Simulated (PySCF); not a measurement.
Species: Si3H6.
SMILES: `[SiH2]1[SiH2][SiH2]1`

Computed, not measured: PySCF 2.14.0, PBE0-D3(BJ)/def2-SVP geometry optimisation, gas phase.

Masses are those of the commonest isotopes; rigid-rotor values at the optimised geometry. 

Task: What are A, B and C (MHz)?

Result: Ia = 99.99, Ib = 100.11, Ic = 181.27 u·Å²; 505379 MHz·u·Å²/I gives A = 5054, B = 5048, C = 2788 MHz.

Task: What kind of rotor is it?

Result: An oblate symmetric top, as the point group D3h requires two equal moments; the computed ones differ by 0.11 % because the geometry is symmetric only within the optimiser's tolerance: κ = (2 × 5048 − 5054 − 2788)/(5054 − 2788) ≈ 1.00.

Task: What does the inertial defect say?

Result: Not planar: Δ = Ic − Ia − Ib = -18.83 u·Å². For a rigid frame Δ = −2 Σ m c², so Σ m c² = 9.41 u·Å² lies off the ab plane, practically all of it from hydrogen. The atom farthest from that plane is 1.25 Å away.

Task: Give the other two planar moments, Paa and Pbb, and the rms extents of the mass along the axes.

Result: Paa = Σ m a² = (Ib + Ic − Ia)/2 = 90.69 and Pbb = Σ m b² = (Ia + Ic − Ib)/2 = 90.58 u·Å². With the mass M = 89.98 u, the rms extents √(P/M) along a, b and c are 1.00, 1.00, 0.32 Å.

The point group D3h allows no dipole (computed: 0.00 D), so a rigid rotor has no electric-dipole lines.

Task: Estimate the classical rotational partition function at 10 K, 50 K and 100 K.

Result: Point group D3h, symmetry number σ = 6; q = (√π/σ)·√((kT/h)³/(ABC)), k/h = 20836.6 MHz/K: 105 at 10 K, 1180 at 50 K, 3330 at 100 K.

Not checked by PBE0-D3(BJ)/def2-SVP frequencies. Zero-point vibration and centrifugal distortion are left out.
